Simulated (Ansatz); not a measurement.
A relaxation, step by step

CH₄ClO, doublet, PBE0-D4/def2-TZVP (Ansatz 0.2.0). Settings:

```yaml
hamiltonian: {xc: pbe0, dispersion: d4}
relax: {f_tol: 0.005, max_steps: 200}
```

Start, a step off a saddle point along its unstable mode:

```
7
angstrom
H -0.6479 -0.0135 -0.4230
C 0.6208 -0.4791 0.3406
Cl 1.3332 0.9300 0.9603
O -1.3514 0.3361 -0.8257
H 1.1890 -0.9609 -0.4460
H 0.1847 -1.1320 1.0928
H -1.3285 1.3195 -0.6989
```

```json
{"step": "1", "energy less the last (meV)": "754.7", "largest force component (eV/Å)": "6.081"}
{"step": "2", "energy less the last (meV)": "156.4", "largest force component (eV/Å)": "0.851"}
{"step": "3", "energy less the last (meV)": "52.4", "largest force component (eV/Å)": "0.500"}
{"step": "4", "energy less the last (meV)": "21.3", "largest force component (eV/Å)": "0.647"}
{"step": "5", "energy less the last (meV)": "5.5", "largest force component (eV/Å)": "0.270"}
{"step": "6", "energy less the last (meV)": "2.1", "largest force component (eV/Å)": "0.122"}
{"step": "7", "energy less the last (meV)": "1.1", "largest force component (eV/Å)": "0.035"}
{"step": "8", "energy less the last (meV)": "0.5", "largest force component (eV/Å)": "0.110"}
{"step": "9", "energy less the last (meV)": "0.2", "largest force component (eV/Å)": "0.036"}
{"step": "10", "energy less the last (meV)": "0.1", "largest force component (eV/Å)": "0.024"}
{"step": "11", "energy less the last (meV)": "0.0", "largest force component (eV/Å)": "0.017"}
{"step": "12", "energy less the last (meV)": "0.0", "largest force component (eV/Å)": "0.014"}
{"step": "13", "energy less the last (meV)": "0.0", "largest force component (eV/Å)": "0.010"}
{"step": "14", "energy less the last (meV)": "0.0", "largest force component (eV/Å)": "0.001"}
```

Step 4, positions (Å) and forces (eV/Å):

```
atom       x       y       z      Fx      Fy      Fz
  H1  -0.866   0.070  -0.545   0.256  -0.222   0.141
  C2   0.903  -0.589   0.512  -0.256  -0.630  -0.208
 Cl3   1.519   0.845   1.074   0.291   0.647   0.252
  O4  -1.624   0.452  -0.990  -0.250   0.309  -0.128
  H5   1.304  -0.995  -0.402   0.079  -0.014  -0.089
  H6   0.294  -1.177   1.180  -0.039  -0.037   0.088
  H7  -1.529   1.395  -0.829  -0.080  -0.052  -0.057
```

Step 7, positions (Å) and forces (eV/Å):

| atom | x | y | z | Fx | Fy | Fz |
| --- | --- | --- | --- | --- | --- | --- |
| H1 | -0.924 | 0.115 | -0.590 | -0.029 | -0.003 | -0.016 |
| C2 | 0.941 | -0.636 | 0.534 | 0.004 | -0.035 | 0.003 |
| Cl3 | 1.527 | 0.850 | 1.078 | -0.010 | -0.017 | -0.008 |
| O4 | -1.691 | 0.504 | -1.027 | 0.032 | 0.007 | 0.019 |
| H5 | 1.384 | -1.049 | -0.361 | 0.006 | 0.023 | 0.004 |
| H6 | 0.370 | -1.231 | 1.232 | 0.005 | 0.027 | 0.002 |
| H7 | -1.607 | 1.447 | -0.865 | -0.009 | -0.002 | -0.005 |

Step 12, positions (Å) and forces (eV/Å):

| atom | x | y | z | Fx | Fy | Fz |
| --- | --- | --- | --- | --- | --- | --- |
| H1 | -0.993 | 0.043 | -0.634 | -0.007 | 0.004 | -0.006 |
| C2 | 0.947 | -0.651 | 0.532 | 0.001 | 0.001 | 0.001 |
| Cl3 | 1.418 | 0.897 | 1.010 | 0.000 | 0.001 | 0.000 |
| O4 | -1.702 | 0.560 | -1.031 | 0.012 | 0.010 | 0.011 |
| H5 | 1.433 | -1.071 | -0.336 | -0.002 | -0.001 | 0.000 |
| H6 | 0.398 | -1.244 | 1.248 | 0.000 | -0.002 | 0.000 |
| H7 | -1.501 | 1.467 | -0.788 | -0.004 | -0.014 | -0.005 |

Last step (14):

```xyz
7
angstrom
H -0.9903 0.0431 -0.6398
C 0.9465 -0.6512 0.5329
Cl 1.4166 0.8975 1.0091
O -1.7042 0.5602 -1.0274
H 1.4315 -1.0711 -0.3358
H 0.3989 -1.2451 1.2495
H -1.4993 1.4669 -0.7885
```

The run took about 20 s on 4 CPU threads of an Arm Neoverse V2 (shared host).
